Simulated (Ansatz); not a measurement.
**Bend profile**

AlSiH5O (SMILES [AlH2][O][SiH3]), closed shell, at its PBE0-D4/def2-TZVP minimum:

```
atom    x (Å)    y (Å)    z (Å)
 Al1  -0.9976   1.0712  -1.1536
  O2  -0.0933   0.0882  -0.1321
 Si3   0.7850  -0.8361   0.8723
  H4  -2.4357   0.5748  -1.5764
  H5  -0.3556   2.4322  -1.6325
  H6   1.6296  -1.7752   0.0872
  H7  -0.1084  -1.6242   1.7628
  H8   1.6682   0.0123   1.7165
```

The angle H7–Si3–H8 (108.6° at the minimum) is set to the values below, H7, with anything bonded beyond it, turning rigidly in the plane of the angle. Each method's energies count from its own value at the PBE0-D4 minimum structure. Ansatz 0.2.0; basis: def2-TZVPP; cores frozen in the correlated methods. B3LYP uses VWN-RPA correlation.

| angle (°) | CCSD(T) (kJ/mol) | r2SCAN-D4 (kJ/mol) | PBE0-D4 (kJ/mol) | MP2 (kJ/mol) | PBE-D4 (kJ/mol) |
| --- | --- | --- | --- | --- | --- |
| 90.6 | 24.0 | 23.2 | 23.2 | 24.7 | 21.9 |
| 95.1 | 13.4 | 12.9 | 12.9 | 13.7 | 12.2 |
| 99.6 | 5.8 | 5.7 | 5.7 | 6.0 | 5.4 |
| 104.1 | 1.4 | 1.4 | 1.4 | 1.5 | 1.3 |
| 108.6 | 0.0 | 0.0 | 0.0 | 0.0 | 0.0 |
| 113.1 | 1.5 | 1.5 | 1.4 | 1.5 | 1.4 |
| 117.6 | 5.9 | 5.7 | 5.6 | 6.0 | 5.4 |
| 122.1 | 13.2 | 12.7 | 12.5 | 13.4 | 12.1 |
| 126.6 | 23.3 | 22.5 | 22.2 | 23.7 | 21.3 |

Minimum and curvature along this coordinate at CCSD(T): A fifth-order fit through the nearest points gives 108.5°, with a curvature of about 1.5 meV/deg².

Largest difference from the CCSD(T) curve over the scan: B3LYP-D4 0.7; wB97M-V 0.9; HF 3.1 kJ/mol. Each curve counts from its own value at the minimum.

T1 diagnostic: at most 0.012.

For scale, one of the runs: CCSD(T)/def2-TZVPP, 185 basis functions (an equivalent command: `ansatz run in.yaml --threads 2`). Hardware: 2 CPU threads, shared host. Wall time 41 s; peak host memory 1.7 GiB.
